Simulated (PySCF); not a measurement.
Species: C3H9P.
Structure used (GFN2-xTB), in Å, numbered top down from 1:
```xyz
13
C3H9P angstrom
C     -0.417    1.530    0.384
P     -0.208   -0.206    0.998
C      1.511   -0.493    0.368
C     -1.126   -1.068   -0.362
H     -0.143    1.615   -0.667
H      0.210    2.194    0.976
H     -1.454    1.831    0.513
H      1.602   -0.213   -0.681
H      1.762   -1.545    0.485
H      2.209    0.095    0.960
H     -0.788   -0.735   -1.343
H     -0.973   -2.141   -0.271
H     -2.189   -0.863   -0.257
```

Level of theory: delta-SCF UKS SCAN, pcX-2 on the ionised atom, pcseg-1 elsewhere, spin-free X2C (PySCF). Each 1s hole has a ground state of its own, since the core basis sits on the ionised atom alone.

```tsv
ionised atom	basis functions	E(ground) (Eh)	E(ionised) (Eh)
C1	136	-461.82917	-451.16189
P2	147	-461.91886	-382.92543
```

Question: Turn these total energies into binding energies.

Answer: E(ionised) − E(ground), at 27.2114 eV a hartree:

| atom | environment | difference (Eh) | binding energy (eV) |
| --- | --- | --- | --- |
| C1 | sp3 carbon bound to phosphorus | 10.66728 | 290.27 |
| P2 | phosphine phosphorus | 78.99343 | 2149.52 |

Question: How much do the ground-state energies differ, and what would follow from using one of them for all holes?

Answer: They run from -461.9189 Eh (core basis on P2) to -461.8292 Eh (on C1), 0.0897 Eh or 2.44 eV apart, for one and the same state in different bases and grids. Pairing the ion of C1 with the ground state of P2 would put its binding energy 2.44 eV too high.

Only 1s holes are shown. Atoms equivalent by their bonding share one computed value, that of the first of them. Isolated species at its GFN2-xTB geometry, gas phase.
